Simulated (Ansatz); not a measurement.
# Scan of SnH2, triplet

Starting geometry (PBE0/def2-TZVP stationary point for this spin, not checked as a minimum):

```yaml
atoms:
  - { symbol: Sn, position_ang: [0.0000, -0.0144, 0.0000] }
  - { symbol: H, position_ang: [0.0000, 0.8475, -1.4828] }
  - { symbol: H, position_ang: [0.0000, 0.8475, 1.4828] }
```

From there the angle named below is changed in its plane at fixed bond lengths, both arms turning rigidly about the middle atom; atoms are numbered as listed. Energies are in kcal/mol, counted from the starting geometry at the same level. Kohn–Sham curves are unrestricted where that lies lower.

Basis def2-SVP with its core potentials; Ansatz 0.2.0. Only valence electrons are correlated (noble-gas cores and the filled d shells of p-block atoms frozen). No spin–orbit coupling is included; scalar relativity enters through the core potentials alone.

Full CI is exact within this basis and frozen core; it isn't the basis-set limit.

| angle H2-Sn1-H3 (°) | B2PLYP |
| --- | --- |
| 68.2 | 29.5 |
| 91.3 | 7.6 |
| 104.0 | 2.1 |
| 119.7 | 0.0 |
| 119.8 | 0.0 |
| 142.2 | 4.7 |
| 158.8 | 13.3 |
| 180.0 | 24.6 |

**Question.** Estimate the full CI curve in def2-SVP from this one, knowing how B2PLYP differs from it in such a basis.

**Answer.** The computed full CI values, in kcal/mol from the starting point, and the difference of B2PLYP against them:
```json
{"angle H2-Sn1-H3 (°)": "68.2", "full CI": "28.3", "B2PLYP less full CI": "1.2"}
{"angle H2-Sn1-H3 (°)": "91.3", "full CI": "7.3", "B2PLYP less full CI": "0.3"}
{"angle H2-Sn1-H3 (°)": "104.0", "full CI": "2.0", "B2PLYP less full CI": "0.1"}
{"angle H2-Sn1-H3 (°)": "119.7", "full CI": "0.0", "B2PLYP less full CI": "0.0"}
{"angle H2-Sn1-H3 (°)": "119.8", "full CI": "0.0", "B2PLYP less full CI": "0.0"}
{"angle H2-Sn1-H3 (°)": "142.2", "full CI": "4.7", "B2PLYP less full CI": "0.0"}
{"angle H2-Sn1-H3 (°)": "158.8", "full CI": "12.9", "B2PLYP less full CI": "0.4"}
{"angle H2-Sn1-H3 (°)": "180.0", "full CI": "23.2", "B2PLYP less full CI": "1.4"}
```

The difference spans 1.4 kcal/mol and is largest, 1.4 kcal/mol, at 180.0 °.

In so small a basis the reference is far from its limit. A double hybrid takes much of its correlation from a semilocal functional, which needs less basis, so its difference from the reference holds the reference's basis and frozen-core error beside its own.
